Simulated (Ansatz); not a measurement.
# SiH3Cl (chlorosilane): r2SCAN/aug-cc-pVDZ

What is the energy change on altering one bond length of SiH3Cl (chlorosilane) at r2SCAN/aug-cc-pVDZ? 

The calculation is run with Ansatz 0.2.0.

60 further runs of the same task are left out: 2 that didn't finish, 58 set aside as unsound or not needed.

## Step 1: Starting point

The species is SiH3Cl (5 atoms), meant as a singlet with charge 0. As SMILES, `[SiH3]Cl`. The shape is that of a PBE0-D4/def2-TZVP optimisation.

Bond lengths: Si1–Cl2 2.054 Å, Si1–H3 1.481 Å, Si1–H4 1.481 Å, Si1–H5 1.481 Å. Angles: Cl2–Si1–H3 108.5°, Cl2–Si1–H4 108.5°, Cl2–Si1–H5 108.5°, H3–Si1–H4 110.4°, H3–Si1–H5 110.4°, H4–Si1–H5 110.4°.

## Step 2: A single-point energy at r2SCAN/aug-cc-pVDZ

run.yaml reads:

```yaml
crystal:
  periodic: [false, false, false]
  atoms:
    - {symbol: Si, position_ang: [-0.112000, 0.018600, -0.030900]}
    - {symbol: Cl, position_ang: [1.838300, -0.513500, 0.329900]}
    - {symbol: H, position_ang: [-0.950900, -0.488300, 1.079100]}
    - {symbol: H, position_ang: [-0.534700, -0.585700, -1.314900]}
    - {symbol: H, position_ang: [-0.190800, 1.495400, -0.104700]}
basis:
  gaussian:
    orbitals: aug-cc-pVDZ
hamiltonian:
  xc: r2scan
accuracy: high
output: {orbitals: {seedname: orbitals}}
```

Started as:

```
$ ansatz run run.yaml --threads 1 --pin off --max-ram 3480MiB --events-out events.jsonl --progress --plain --runs-dir runs
```

The log of the run:

```text
Warning: RAYON_NUM_THREADS=1 ignored (pool sized by the plan → 1); use --threads N
Functional definition: r2SCAN
  name "r2SCAN"
  parameter k0 = 0.174
  parameter k1 = 0.065
  parameter a1 = 4.9479
  exchange = r2scan_x(k0 = k0, k1 = k1, a1 = a1)
  correlation = r2scan_c
1640 factors; integrals over basis functions are off by at most 3.8e-9 eV
mean field evaluation 1: about -20448.0002 eV, gradient 1.3e1 eV
mean field evaluation 2: about -20448.3637 eV, gradient 8.7e0 eV
mean field evaluation 4: about -20448.6030 eV, gradient 5.7e-1 eV
mean field evaluation 8: about -20448.5985 eV, gradient 3.2e-3 eV
mean field evaluation 16: about -20448.5985 eV, gradient 1.4e-7 eV
mean field -20448.59851618 eV, -751.4721349116 hartree, gradient 2.3e-8 eV, S^2 0.000000; 0 other end points of the search recorded, 0 dependent functions left out
reference -20448.59851856 eV, -751.4721349992 hartree; 17, 17 occupied and 64, 64 virtual orbitals, 1640 factors
Total energy: -20448.59851856 eV, -751.4721349992 hartree
```

It took 6.3 s on 1 thread of Intel Xeon Platinum 8375C at 2.90GHz (Ice Lake), shared host; peak memory 0.25 GiB.

## Step 3: The distorted shape

molecule.yaml reads:

```yaml
basis:
  gaussian: {orbitals: aug-cc-pVDZ}
crystal:
  periodic: [false, false, false]
  atoms:
    - {symbol: Si, position_ang: [-0.017442, -1.753530, 0.057658]}
    - {symbol: Cl, position_ang: [1.932858, -2.285630, 0.418458]}
    - {symbol: H, position_ang: [-0.856342, -2.260430, 1.167658]}
    - {symbol: H, position_ang: [-0.440142, -2.357830, -1.226342]}
    - {symbol: H, position_ang: [-0.190800, 1.495400, -0.104700]}
hamiltonian: {xc: {name: r2SCAN}}
accuracy: high
output: {orbitals: {seedname: orbitals}}
```

Started as:

```
$ ansatz run molecule.yaml --threads 1 --pin off --max-ram 3480MiB --events-out events.jsonl --progress --plain --runs-dir runs
```

The log of the run (excerpt; [...] marks lines left out):

```text
Warning: RAYON_NUM_THREADS=1 ignored (pool sized by the plan → 1); use --threads N
[... 7 set-up lines as earlier in the session ...]
1647 factors; integrals over basis functions are off by at most 3.9e-9 eV
mean field evaluation 1: about -20443.6140 eV, gradient 1.2e1 eV
mean field evaluation 2: about -20438.6943 eV, gradient 2.0e1 eV
mean field evaluation 4: about -20444.1993 eV, gradient 3.9e0 eV
mean field evaluation 8: about -20444.1993 eV, gradient 3.9e0 eV
mean field evaluation 16: about -20444.2970 eV, gradient 2.7e-8 eV
mean field -20444.29697353 eV, -751.3140561351 hartree, gradient 2.7e-8 eV, S^2 0.000000; 0 other end points of the search recorded, 0 dependent functions left out
reference -20444.29697596 eV, -751.3140562243 hartree; 17, 17 occupied and 64, 64 virtual orbitals, 1647 factors
Total energy: -20444.29697596 eV, -751.3140562243 hartree
```

Wall time 6.6 s (1 thread of Intel Xeon Platinum 8375C at 2.90GHz (Ice Lake), shared host); peak memory 0.24 GiB.

## Step 4: What came out

At r2SCAN/aug-cc-pVDZ:

| quantity | value |
| --- | --- |
| first shape: total energy | -751.47213 Eh |
| first shape: HOMO energy | -8.01 eV |
| first shape: LUMO energy | -0.70 eV |
| first shape: HOMO–LUMO gap | 7.31 eV |
| distorted shape: total energy | -751.31406 Eh |
| distorted shape: HOMO energy | -6.13 eV |
| distorted shape: LUMO energy | -4.66 eV |
| distorted shape: HOMO–LUMO gap | 1.47 eV |
| energy change with the Si1–H5 bond stretched from 1.481 to 3.258 Å | 4.302 eV |

**Reading.** One bond (distorted shape) is far stretched, which a spin-restricted single reference describes badly; a broken-symmetry solution may lie lower. With the Si1–H5 bond stretched from 1.481 to 3.258 Å the energy rises by 4.30 eV (99 kcal/mol). The first shape isn't relaxed at this level, so the change isn't measured from a minimum. A restricted reference can't describe the breaking bond well at this length.
